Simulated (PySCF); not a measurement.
Molecule: `InChI=1S/C2H4Cl2/c3-1-2-4/h1-2H2`.

Structure with atom numbers: `[Cl:1][CH2:2][CH2:3][Cl:4]`; H(Xn) means a hydrogen on atom n.

Geometry PBE0-D3(BJ)/def2-SVP throughout; GIAO in PySCF 2.14, gas phase, one conformer, non-relativistic; equivalent atoms averaged; functional PBE0.

(1) How do the absolute shieldings σ depend on the basis set? (ppm; last column core-seconds on shared hosts with different chips, so compare them loosely)

(2) Which nucleus moves most, in ppm?

(3) Taking the largest basis, pcSseg-2 (214 functions), as the yardstick, rank the others by their worst heavy-atom deviation.

Answers

(1) 
```
    basis set  functions  Cl1/Cl4  C2/C3  H(C2)/H(C3)  core-s
       STO-3G         32    992.3  190.7        30.03     1.2
        6-31G         52    876.4  155.7        29.34     2.3
     pcSseg-0         52    883.4  146.2        29.67     2.8
       6-31G*         72    869.1  151.0        28.73     3.1
     def2-SVP         84    897.1  149.2        28.21     3.5
      cc-pVDZ         84    878.4  149.5        28.07     4.6
     pcSseg-1        102    851.6  136.7        27.97     9.1
  aug-cc-pVDZ        136    874.4  148.2        27.80       8
6-311+G(2d,p)        148    848.7  138.9        27.99     6.8
    def2-TZVP        160    838.3  138.6        28.02     8.4
      cc-pVTZ        184    861.0  139.5        27.80      13
     IGLO-III        198    850.4  135.3        27.87      13
     pcSseg-2        214    842.9  135.0        27.78      15
```

(2) Cl1/Cl4 (chlorine bonded to C): from 838.3 ppm with def2-TZVP to 992.3 ppm with STO-3G. The smallest spread is 2.26 ppm, at H(C2)/H(C3). Proton shifts span only some 12 ppm, so a few tenths of a ppm matter as much there as several ppm in carbon.

(3) def2-TZVP 4.6 ppm (160 functions), 6-311+G(2d,p) 5.8 ppm (148 functions), IGLO-III 7.4 ppm (198 functions), pcSseg-1 8.7 ppm (102 functions), cc-pVTZ 18.1 ppm (184 functions), 6-31G* 26.2 ppm (72 functions), aug-cc-pVDZ 31.5 ppm (136 functions), 6-31G 33.4 ppm (52 functions), cc-pVDZ 35.5 ppm (84 functions), pcSseg-0 40.5 ppm (52 functions), def2-SVP 54.2 ppm (84 functions), STO-3G 149.4 ppm (32 functions).

A small basis that lands close on one nucleus may do so by chance; judge by the trend and by all nuclei.
